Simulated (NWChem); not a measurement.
F anion

All runs: NWChem. Sets without diffuse functions describe the anion's extra electron poorly. The highest occupied level is positive in some or all of these runs, so the extra electron may be held by the finite basis. Total energies compare along this basis series because the functional is fixed.

```tsv
level	basis functions	energy (Ha)	highest occupied level (eV)	orbital gap (eV)
PBE/cc-pVDZ	14	-99.6656	6.38	36.18
PBE/aug-cc-pVDZ	23	-99.7746	1.63	8.71
PBE/cc-pVTZ	30	-99.7478	4.35	25.24
PBE/aug-cc-pVTZ	46	-99.7996	1.57	7.64
PBE/cc-pVQZ	55	-99.7771	3.40	19.64
```
